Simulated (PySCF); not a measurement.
Species: C3H6N (doublet state).
SMILES with atom numbers: `[H]/[N:4]=[CH:3]\[CH:2][CH3:1]` (hydrogens: H5, H6, H7 on C1; H8 on C2; H9 on C3; H10 on N4)

The calculation used PBE0-D3(BJ)/def2-SVP geometry optimisation, gas phase (PySCF 2.14.0).

Problem. What internal coordinates does the optimisation give?

Solution. 
```json
{"bond": "C1–C2", "length (Å)": "1.486"}
{"bond": "C2–C3", "length (Å)": "1.414"}
{"bond": "C3=N4", "length (Å)": "1.304"}
{"bond": "C1–H5, C1–H6, C1–H7", "length (Å)": "1.103"}
{"bond": "C2–H8", "length (Å)": "1.095"}
{"bond": "C3–H9", "length (Å)": "1.102"}
{"bond": "N4–H10", "length (Å)": "1.028"}
```

Bonds in one row agree within 0.01 Å and their mean is given. A selection of angles:
```json
{"angle": "C2–C1–H5", "degrees": "111.5"}
{"angle": "H5–C1–H6", "degrees": "106.8"}
{"angle": "C1–C2–C3", "degrees": "124.1"}
{"angle": "C1–C2–H8", "degrees": "118.5"}
{"angle": "C3–C2–H8", "degrees": "117.4"}
{"angle": "C2–C3–N4", "degrees": "127.8"}
{"angle": "C2–C3–H9", "degrees": "116.1"}
{"angle": "N4–C3–H9", "degrees": "116.1"}
{"angle": "C3–N4–H10", "degrees": "109.7"}
```

Dihedral angles: C1–C2–C3–N4 0° (synperiplanar); H10–N4–C3–C2 -1° (synperiplanar). The mirror-image conformer, all signs reversed, is as good.

The 4 heavy atoms lie in one plane (0.001 Å rms). C2 (carbon bonded to 2 C and H) is planar (angles 124.1°, 118.5° and 117.4°, sum 360.0°, 0.01 Å off the plane of its three neighbours). C3 (carbon bonded to C, N and H) is planar (angles 127.8°, 116.1° and 116.1°, sum 360.0°, 0.00 Å off the plane of its three neighbours). N4 (nitrogen bonded to C and H) is bent (angle 109.7°). The 2 C–C bonds span 1.414 Å (C2–C3, drawn single in one of several resonance forms) to 1.486 Å (C1–C2, drawn single), a spread of 0.072 Å. Of the pairs four or more bonds apart, H7···H10 is among the closest relative to their van der Waals radii: 2.13 Å, 89 % of the sum of Bondi's values.

Stationary, but not proved a minimum. ⟨S²⟩ = 0.784 (exact for a doublet: 0.75).

The run took 19 s on one thread of an x86-64 server, shared host. That covers the optimisation of the geometry.
